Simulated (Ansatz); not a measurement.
# Al₂NH (singlet): the correlation ladder, cc-pVTZ

An exercise on one series of results from a longer session: the logs are not shown, and one member is left open.

Program: Ansatz 0.2.0, Gaussian basis. Level of theory: cc-pVTZ, core rule «outside noble gas», up to 11 orbitals frozen. These are calculated values, not measurements.

To be run: UHF; CCSD(T) on RHF; CCSD(T) on UHF; BCCD(T) on RHF; CCSDT(Q) on RHF.

1 further run of the same task is left out (set aside as unsound or not needed). Runs told in other sessions of the task aren't counted.

**What is computed**

The geometry is a PBE0/def2-TZVP stationary point (not a proven minimum).

4 atoms, charge 0, spin multiplicity 1.

Atoms are counted from 1 here; the program's logs count them from 0.

Bond lengths: Al2–N3 1.637 Å, N3–H4 1.000 Å. Angles: Al2–N3–H4 180.0°.

The first run:

Input file in.yaml:

```yaml
crystal:
  periodic: [false, false, false]
  atoms:
    - {symbol: Al, position_ang: [0.000000, 0.000000, -3.130600]}
    - {symbol: Al, position_ang: [0.000000, 0.000000, -0.381202]}
    - {symbol: N, position_ang: [0.000000, 0.000000, 1.255893]}
    - {symbol: H, position_ang: [0.000000, 0.000000, 2.255908]}
basis:
  gaussian: {orbitals: cc-pVTZ}
magnetization: {spin_polarized: true, initial_magnetization: 0}
hamiltonian: {xc: hf}
output: {orbitals: {seedname: orbitals}}
```

The run is started by

```
$ ansatz run in.yaml --threads 1 --pin off --events-out ev --progress --plain --max-ram 3968MiB --backend cpu
```

Among the steps run: UHF; CCSD(T) on RHF; CCSD(T) on UHF; BCCD(T) on RHF; CCSDT(Q) on RHF.

One table of the session follows, with a row left open; its other results are not shown here.

```
   method  from RCCSDT(Q) (kcal/mol)
      RHF                    +239.00
      UHF                    +238.34
     RMP2                     +26.80
     UMP2                          ?
    RCCSD                     +15.22
    UCCSD                     +15.33
 RCCSD(T)                      +2.32
 UCCSD(T)                      +2.30
  BCCD(T)                      +2.34
   RCCSDT                      +1.76
RCCSDT(Q)                          0
```

**Question.** Estimate the row for UMP2.

The run gave: from RCCSDT(Q) (kcal/mol): +30.56. In the column «from RCCSDT(Q) (kcal/mol)» it lies between RMP2 (+26.80) and UHF (+238.34).

With the free atoms at the same levels and basis (separate runs), the atomisation energy is 9.034 eV at RCCSDT(Q), 8.969 eV at RCCSD(T), 8.970 eV at UCCSD(T), 4.647 eV at RHF.

Limits of these values: Warnings: restricted reference is unstable; spin contamination; large T1 diagnostic. Restricted and unrestricted rows rest on different reference determinants; a gap between their highest levels can come from leftover correlation error, from unlike frozen cores or from another state.
